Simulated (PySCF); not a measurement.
# Orbital picture of CH

revPBE at R = 1.172 Å; H STO-3G, C STO-3G; no relativity (PySCF 2.14). State: ²Π (doublet), unpaired electrons π ↑. Only the outer orbitals are listed, counted within each symmetry.

```json
{"spin": "α", "orbital": "2σ", "occ.": "1", "ε (eV)": "-13.69", "on H (%)": "26", "main shells (%)": "66 C s, 26 H s"}
{"spin": "α", "orbital": "3σ", "occ.": "1", "ε (eV)": "-4.54", "on H (%)": "22", "main shells (%)": "48 C p, 30 C s, 22 H s"}
{"spin": "α", "orbital": "1π", "occ.": "1", "ε (eV)": "-2.42", "on H (%)": "0", "main shells (%)": "100 C p"}
{"spin": "α", "orbital": "1π", "occ.": "0", "ε (eV)": "-1.79", "on H (%)": "0", "main shells (%)": "100 C p"}
{"spin": "α", "orbital": "4σ", "occ.": "0", "ε (eV)": "9.23", "on H (%)": "52", "main shells (%)": "52 H s, 44 C p"}
{"spin": "β", "orbital": "2σ", "occ.": "1", "ε (eV)": "-12.62", "on H (%)": "33", "main shells (%)": "58 C s, 33 H s, 9 C p"}
{"spin": "β", "orbital": "3σ", "occ.": "1", "ε (eV)": "-3.88", "on H (%)": "19", "main shells (%)": "45 C p, 36 C s, 19 H s"}
{"spin": "β", "orbital": "1π", "occ.": "0", "ε (eV)": "-0.99", "on H (%)": "0", "main shells (%)": "100 C p"}
{"spin": "β", "orbital": "1π", "occ.": "0", "ε (eV)": "0.95", "on H (%)": "0", "main shells (%)": "100 C p"}
{"spin": "β", "orbital": "4σ", "occ.": "0", "ε (eV)": "9.77", "on H (%)": "48", "main shells (%)": "48 H s, 46 C p"}
```

Question: Which are the highest filled and the lowest empty level, where do they sit, and how wide is the gap?

Answer: Highest filled α 1π at -2.42 eV (in %: 100 C p); lowest empty α 1π at -1.79 eV (in %: 100 C p); the gap at revPBE is 0.63 eV. Both belong to one degenerate shell, split only by its one-sided filling, so this is no excitation gap.

```json
{
  "bond order (Mayer)": "1.00",
  "⟨S²⟩": "0.751",
  "charge on H (Mulliken, basis-dependent)": "0.00",
  "charge on H (Löwdin, basis-dependent)": "-0.02",
  "dipole moment (positive dipole means H(−)C(+))": "-0.92 D"
}
```

STO-3G is very small, so such numbers show the basis as much as the molecule. The state is the lowest determinant that a PBE0 search found; another state may lie lower at other levels.
